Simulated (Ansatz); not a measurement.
Cubic perovskite CsSnBr₃ was calculated with PBE+SOC (Ansatz, a first-principles code, PAW).

Settings: plane-wave cutoff 520 eV, 6×6×6 k mesh, Fermi–Dirac smearing 0.01 eV, PAW data made under PBE.

Properties against volume:

```csv
V (Å³/atom),P (GPa),direct gap at Γ (eV),smallest gap on the k mesh (eV)
38.536,1.34,5.012,0.027
39.355,0.86,4.974,0.086
40.175,0.40,4.938,0.193
40.995,0.00,4.904,0.293
41.815,-0.37,4.870,0.387
42.635,-0.69,4.837,0.474
43.455,-0.98,4.805,0.556
```

The fundamental gap (0.29 eV at the equilibrium volume, with added k points) lies elsewhere than Γ–Γ.

Note: the relaxation could not lower the start's symmetry, so the cell can be a saddle point above a distorted one.
